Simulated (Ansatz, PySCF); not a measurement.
This PySCF input computes a PBE0/def2-TZVPD energy:

```python
from pyscf import gto, scf, dft

mol = gto.M(
    atom='''
    C     0.05100638   -0.58378700   -0.01181402
    C     0.04460873    0.71726049    0.01788006
    H    -0.87346485   -1.16381706   -0.05413951
    H     0.97198321   -1.16021184    0.00382948
    H    -0.67220906    1.52318793    0.01391380
    ''',
    basis='def2-tzvpd',
    charge=0,
    spin=1,
    verbose=4,
)

mf = dft.UKS(mol, xc='pbe0').density_fit(auxbasis='def2-universal-jkfit')
mf.grids.level = 3
mf.conv_tol = 1e-9
mf.max_cycle = 100
mf.max_memory = 1500
mf.kernel()
if not mf.converged:
    mf = mf.newton()
    mf.kernel(mf.make_rdm1())
for _ in range(2):
    mo, _, stable, _ = mf.stability(return_status=True)
    if stable:
        break
    mf.kernel(mf.make_rdm1(mo, mf.mo_occ))
mf.analyze()
```

**Question.** Write an input for the same energy in Ansatz (an electronic-structure program) and say what it gives.

**Answer.** 
Ansatz 0.2 input:
```yaml
crystal:
  periodic: [false, false, false]
  atoms:
    - {symbol: C, position_ang: [0.05100638, -0.58378700, -0.01181402]}
    - {symbol: C, position_ang: [0.04460873, 0.71726049, 0.01788006]}
    - {symbol: H, position_ang: [-0.87346485, -1.16381706, -0.05413951]}
    - {symbol: H, position_ang: [0.97198321, -1.16021184, 0.00382948]}
    - {symbol: H, position_ang: [-0.67220906, 1.52318793, 0.01391380]}
basis:
  gaussian:
    orbitals: def2-TZVPD
hamiltonian:
  xc: {name: PBE0}
magnetization: {spin_polarized: true, initial_magnetization: 1}
output: {forces: true}
```
It gives -77.82999 Eh, and PySCF -77.83002 Eh, a difference of 0.03 mEh, from the treatment of integrals and grids.

It need not be the lowest isomer of its formula.
